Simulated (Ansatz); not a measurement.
**Antimony, A7 rhombohedral: convergence with Fermi-Dirac smearing**

Computed with Ansatz, LDA, scalar-relativistic PAW, on the relaxed cell (a = 4.291 Å, c = 10.976 Å (c/a = 2.558); spin not included). Errors count from a run at 420 eV on a Γ-centred 15×15×15 mesh with Fermi-Dirac smearing of 0.1 eV, extrapolated to zero width. Fixed here: cutoff 420 eV, mesh 9×9×9. The SCF starts from atomic densities corrected by a trained network.

| width (eV) | E(σ→0) error (meV/atom) | F error (meV/atom) | P (GPa) | SCF iterations |
| --- | --- | --- | --- | --- |
| 0.01 | -3.4 | -3.5 | 0.10 | 7 |
| 0.03 | -3.5 | -3.8 | 0.06 | 7 |
| 0.1 | -3.2 | -6.2 | 0.00 | 7 |
| 0.2 | 1.0 | -18.2 | 0.02 | 7 |
| 0.3 | 9.4 | -46.1 | 0.16 | 7 |
| 0.6 | 45.8 | -246.2 | 1.39 | 7 |
| 1.0 | 98.5 | -801.8 | 4.45 | 8 |
